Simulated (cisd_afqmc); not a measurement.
Input (AFQMC/CISD/cc-pVDZ; cisd_afqmc is a phaseless AFQMC code with CISD trial states that reads the integrals written by Ansatz):

Ansatz 0.2 input:
```python
import cisd_afqmc

open("ham.yaml", "w").write("""\
crystal:
  periodic: [false, false, false]
  atoms:
    - {symbol: F, position_ang: [-0.00000000, -0.00000000, -0.69824324]}
    - {symbol: F, position_ang: [0.00000000, 0.00000000, 0.69824324]}
basis:
  gaussian:
    orbitals: cc-pVDZ
magnetization: {spin_polarized: false}
correlation: {method: ccsd, electrons: outside_noble_gas, hamiltonian_folder: ham}
""")
rep = cisd_afqmc.ansatz("ham.yaml")
e_ccsd = rep["correlation"]["coupled_cluster"]["energy"]["hartree"]
out = cisd_afqmc.run("ham", e_ccsd, trial="CISD", walkers=200, populations=8, threads=8, dt=0.005, steps=40, early=24, settle=10, least=32,
    cut=5e-5, rank_cut=2e-4, target=0.0004, seconds=1500, seed=1, memory=17280, gpu=False)
```

Output:

```
orbitals 26, occupied [7], factors 128 of 260, rank of the doubles 83 of 133
E(HF) = -198.686992
E(CCSD) on the cut factors = -199.087973, shift to the whole factors -0.000004
Energy of the trial state on the determinant = -199.087911
  tau behind 7.2 of longer steps, mean of the populations' last blocks
   2.0  -199.09914
   4.0  -199.09868
   6.0  -199.09847
   8.0  -199.09673
blocks 359 (0 outliers left out), error by blocks joined: 1: 0.00024, 2: 0.00026, 4: 0.00030, 8: 0.00031, 16: 0.00039
E(AFQMC/CISD) = -199.09802 +/- 0.00039
```

The error still grows at the longest joins of blocks, or few joins were possible, so the printed bar may be too narrow.
